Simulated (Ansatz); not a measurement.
`BCS` and `CCS` differ in one atom or group.

Ansatz, PBE0-D4/def2-TZVP geometries, multiplicity 1. Each molecule was computed in one conformer, which needn't be the lowest.

| property | `BCS` |
| --- | --- |
| size of the dipole moment (B3LYP/def2-TZVPP) / D | 1.28 |
| LUMO energy (PBE/def2-TZVPP) / eV | -2.72 |
| LUMO energy (B3LYP/def2-TZVPP) / eV | -1.92 |
| zero-point energy (PBE0-D4/def2-TZVP) / kJ/mol | 146.3 |
| HOMO–LUMO gap (B3LYP/def2-TZVPP) / eV | 4.64 |
| size of the dipole moment (ωB97M-V/def2-TZVPP) / D | 1.25 |

**Question.** Give the same properties after the change, and the shifts. (Estimate.)

**Answer.** Computed: 
```tsv
property	`CCS`	shift
size of the dipole moment (B3LYP/def2-TZVPP) / D	1.61	0.33
LUMO energy (PBE/def2-TZVPP) / eV	-0.41	2.31
LUMO energy (B3LYP/def2-TZVPP) / eV	0.21	2.13
zero-point energy (PBE0-D4/def2-TZVP) / kJ/mol	196.8	50.5
HOMO–LUMO gap (B3LYP/def2-TZVPP) / eV	6.74	2.10
size of the dipole moment (ωB97M-V/def2-TZVPP) / D	1.60	0.35
```

With PBE0 the HOMO rises by 0.05 eV and the LUMO rises by 2.20 eV, so the gap widens by about 2.15 eV. PBE moves the HOMO by 0.06 eV and ωB97M-V by 0.05 eV. The zero-point energy changes by 50.5 kJ/mol with +3 modes. Dipoles are sizes alone; their direction can turn.

B3LYP here is the variant with VWN-RPA as its local correlation; programs differ in this.
